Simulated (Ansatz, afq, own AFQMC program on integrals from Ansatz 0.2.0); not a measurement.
# Atomization energy of GeH$_{2}$SCl$_{2}$, singlet, worked out

| atom | x (Å) | y (Å) | z (Å) |
| --- | --- | --- | --- |
| S | 0.0971 | 1.3374 | -1.1944 |
| Ge | 0.2154 | -0.2723 | 0.3068 |
| Cl | 2.1506 | -1.1557 | 0.0434 |
| Cl | -1.2885 | -1.7670 | -0.0639 |
| H | -1.1939 | 1.6155 | -0.9002 |
| H | 0.0612 | 0.1783 | 1.7619 |

Connectivity, by distances: SH–GeH(–Cl)–Cl.

Basis def2-TZVP. Noble-gas cores (and the filled d shells of Ga–Kr and In–Xe) are frozen. Ansatz 0.2.0 and our own AFQMC program on the same integrals; the CISD trial comes from CCSD amplitudes, and released means the phaseless constraint is let go. ± is one standard error of the sampling. No spin–orbit coupling.

Total energies in eV. CBS is CCSD(T) at the limit of def2-TZVPP/QZVPP (extrapolated itself); the highest rung of each member is named.

Cautions: inner d shell frozen; no relativity below Rb; no spin-orbit coupling; GeH₂SCl₂ (singlet): the released value is read at 0.90 1/Eh with a noise of 23 meV, more than in the cases checked (meV from the phaseless value at times in 1/Eh: -12 ± 13 at 0.21, -19 ± 15 at 0.42, -26 ± 19 at 0.63, -33 ± 23 at 0.90).

```json
{"member": "S (triplet)", "count": "+1", "CCSD(T)/def2-TZVP": "-10820.4642", "highest rung in def2-TZVP": "-10820.4900", "which": "FCI", "CCSD(T)/CBS": "-10821.3785"}
{"member": "Ge (triplet)", "count": "+1", "CCSD(T)/def2-TZVP": "-56474.1734", "highest rung in def2-TZVP": "-56474.1882", "which": "FCI", "CCSD(T)/CBS": "-56475.5964"}
{"member": "Cl (doublet)", "count": "+2", "CCSD(T)/def2-TZVP": "-12508.0402", "highest rung in def2-TZVP": "-12508.0635", "which": "CCSDTQ", "CCSD(T)/CBS": "-12509.3582"}
{"member": "H (doublet)", "count": "+2", "CCSD(T)/def2-TZVP": "-13.6005", "highest rung in def2-TZVP": "-13.6005", "which": "FCI", "CCSD(T)/CBS": "-13.6059"}
{"member": "GeH₂SCl₂, singlet", "count": "-1", "CCSD(T)/def2-TZVP": "-92354.4206", "highest rung in def2-TZVP": "-92354.5331 ± 0.0229", "which": "released AFQMC", "CCSD(T)/CBS": "-92360.2628"}
```

Problem. Work out the best estimate of the atomization energy: the CCSD(T)/CBS difference plus the step from CCSD(T) to the highest rung.

Solution. Sums with the counts: CCSD(T)/CBS 17.3597 eV, highest rung 16.5269 eV, CCSD(T)/def2-TZVP 16.5016 eV. The step is 16.5269 − 16.5016 = 0.0253 eV, so the best estimate is 17.3597 + (0.0253) = 17.3850 eV, with sampling noise 0.023 eV. The step is under twice that noise, so its sign is open. The basis set is worth 0.858 eV of it. Zero-point, core-correlation and spin–orbit terms aren't in it. Past Ne the Hartree–Fock part of each CBS total tends to overshoot, since the cores don't follow the formula; that largely cancels in the difference.

Best estimates are given only where the step beyond CCSD(T) is under 0.3 eV and no member's determinant is very poor (T1 over 0.05, or 0.07 for open shells, ⟨S²⟩ too high by 0.3, two states mixed), so the hardest cases are missing from such tables.

CCSDT and higher add their correlation energy to the determinant of the CCSD(T) run, since their own runs factorise the integrals more tightly (a shift of under 2 meV). Each member of a difference takes its own highest rung, so a best estimate needn't equal the limit plus the step of one row. Released energies are given only where the last usable release times agree within the noise; a slower fall can still hide under it.
